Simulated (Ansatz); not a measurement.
Basis-set extrapolation for `FC(Cl)Cl` (PBE0-D4/def2-TZVP geometry, frozen core, the Gaussian-basis code of Ansatz). Multiplicity 1, RHF reference.

|  | def2-TZVPP | def2-QZVPP |
| --- | --- | --- |
| HF | -1056.955306 | -1056.986861 |
| MP2 correlation | -0.794148 | -0.869134 |
| CCSD(T) correlation | -0.862071 | not run |

Energies in hartree. Use E(X) = E(∞) + A·exp(−7.88·√X) for Hartree–Fock and E(X) = E(∞) + B·X^(−2.97) for correlation, with X = 3 and 4, and add CCSD(T) minus MP2 of the smaller set to the MP2 limit.

Q: What is the CCSD(T) energy at the basis-set limit?

A: HF limit: -1056.986861 + (-0.031555) × 0.13774 = -1056.99121. MP2 limit: -0.869134 + (-0.074986) × 0.74074 = -0.92468. Higher-order term: -0.862071 − (-0.794148) = -0.06792. Total: -1057.98381 hartree, 437.0 kJ/mol below CCSD(T)/def2-TZVPP.
